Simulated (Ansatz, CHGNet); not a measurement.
For diamond-structure Si, the machine-learned potential CHGNet-r²SCAN (trained on r²SCAN data) gives:

- elastic constant C11 = 95.3 GPa
- elastic constant C44 = 23.0 GPa
- Voigt–Reuss–Hill shear modulus = 17.7 GPa

### Question
What does B3LYP (VWN-RPA form) in Ansatz (PAW) give for the same quantities?

### Answer

- elastic constant C11: 163 GPa (grows by 71 %)
- elastic constant C44: 82.8 GPa (goes up by 260 %)
- Voigt–Reuss–Hill shear modulus: 70.4 GPa (rises by 300 %)

For comparison: elastic constant C11 168 GPa (measured, low temperature, zero-point motion not removed; as tabulated in Tanner et al. (2021), arXiv:2110.11888); elastic constant C44 80.2 GPa (measured, low temperature, zero-point motion not removed; as tabulated in Tanner et al. (2021), arXiv:2110.11888).

Changes are worked out from the printed values.

Unless a cell is named, each level is at its own relaxed cell (CHGNet-r²SCAN 20.14, B3LYP (VWN-RPA form) 20.64 Å³/atom).

Ansatz's density-functional and Hartree–Fock values are scalar-relativistic unless marked +SOC, with PAW data made under PBE.

Ansatz is a quantum-chemistry and plane-wave program.
